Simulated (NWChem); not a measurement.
Species: Be

Results from NWChem. GIAO values for the isolated, static molecule; σ is the absolute isotropic shielding.

```csv
level,basis functions,σ Be1 (ppm)
PBE0/pcSseg-0,9,149.1
PBE0/pcSseg-1,12,149.5
PBE0/pcSseg-2,21,149.5
PBE0/pcSseg-3,40,149.3
```
